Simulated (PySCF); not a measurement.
Aluminum trihydride, AlH3.
Cartesian coordinates in Å at the PBE0-D3(BJ)/def2-TZVP level; atoms count from 1:
```xyz
4
AlH3 angstrom
Al     0.0513   -0.0548    0.0364
H     -1.2889   -0.9011   -0.0059
H      0.0630    1.4382   -0.4979
H      1.3779   -0.6962    0.6218
```

Computed with TDDFT CAM-B3LYP/aug-cc-pVTZ, vertical, gas phase, core orbitals frozen in the response in PySCF. Isolated species at its PBE0-D3(BJ)/def2-TZVP geometry, gas phase.

Ground-to-excited transition dipoles (e·a0, same axes as the geometry; the sign carries no meaning), for the states with f of 0.002 or more among the lowest 10:

| state | E (hartree) | μx | μy | μz |
| --- | --- | --- | --- | --- |
| S3 | 0.2938 | -0.128 | 0.817 | -0.330 |
| S4 | 0.2939 | -0.854 | -0.196 | -0.154 |
| S6 | 0.3103 | -0.029 | 0.153 | -0.063 |
| S7 | 0.3104 | -0.163 | -0.042 | -0.028 |
| S9 | 0.3261 | 0.196 | -0.732 | 0.317 |
| S10 | 0.3261 | 0.776 | 0.256 | 0.112 |

Question: Work out the oscillator strengths.

Answer: f = (2/3) ΔE |μ|² with ΔE in hartree (27.2114 eV).

```csv
state,|μ|² (au),|μ| (D),f
S3,0.792,2.26,0.155
S4,0.791,2.26,0.155
S6,0.028,0.43,0.006
S7,0.029,0.43,0.006
S9,0.674,2.09,0.147
S10,0.680,2.10,0.148
```

Question: Label these states by symmetry in D3h.

Answer: Polarised across the main axis, so E′: S3, S4, S6, S7, S9 and S10.

Question: All atoms lie in one plane. Which transitions are polarised in it and which across it?

Answer: In the plane: S3, S4, S6, S7, S9 and S10. No state is polarised perpendicular to it. In-plane polarisation joins two orbitals of the same parity under reflection in the plane (π with π, or σ with σ, in-plane lone pairs counted as σ); perpendicular polarisation joins orbitals of opposite parity.

Question: What peak molar absorption coefficient would the strongest computed level give as a lone Gaussian band 0.4 eV wide at half height?

Answer: ε(max) = 2.175×10⁸ f / FWHM, with the width in cm⁻¹. S3/S4 (f summed): 2.175×10⁸ × 0.3103 / 3226 ≈ 21000 L mol⁻¹ cm⁻¹.

S3/S4, S6/S7 and S9/S10 coincide within about 0.01 eV; within a degenerate level the directions of the single components are arbitrary.
